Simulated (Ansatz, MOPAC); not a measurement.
System: CH$_{3}$S, net charge 0, doublet state. SMILES: [CH2]S

Atoms: C1, S2, H3, H4, H5. Bonds: C1-S2, C1-H4, C1-H5, S2-H3.

Bond lengths (Å) and angles (degrees) optimised at MNDO with MOPAC; HF/6-31G* with Ansatz (a first-principles code); PBE/6-31G* with Ansatz; B3LYP/LANL2DZ with Ansatz, each started from the B3LYP-D3(BJ)/def2-TZVP structure (Ansatz) of the last column. A row stands for all coordinates that are equal there. 6-31G* holds six Cartesian d functions. At HF/6-31G* the structure is a saddle point. No wavenumbers were computed at MNDO, PBE/6-31G*, B3LYP/LANL2DZ, so these may be saddle points.

```csv
coordinate,MNDO,HF/6-31G*,PBE/6-31G*,B3LYP/LANL2DZ,B3LYP-D3(BJ)/def2-TZVP
C1-S2,1.641,1.745,1.738,1.801,1.716
C1-H4,1.081,1.071,1.089,1.082,1.078
C1-H5,1.080,1.071,1.088,1.082,1.077
S2-H3,1.304,1.325,1.359,1.377,1.343
S2-C1-H4,118.7,117.4,116.6,116.1,116.9
S2-C1-H5,123.5,121.5,122.0,121.1,121.9
C1-S2-H3,102.5,98.2,97.7,98.1,98.2
H4-C1-H5,117.8,121.2,121.4,122.7,121.2
```

Mean signed difference of all 4 bond lengths from B3LYP-D3(BJ)/def2-TZVP: MNDO -0.027 Å, HF/6-31G* 0.000 Å, PBE/6-31G* 0.015 Å, B3LYP/LANL2DZ 0.032 Å.
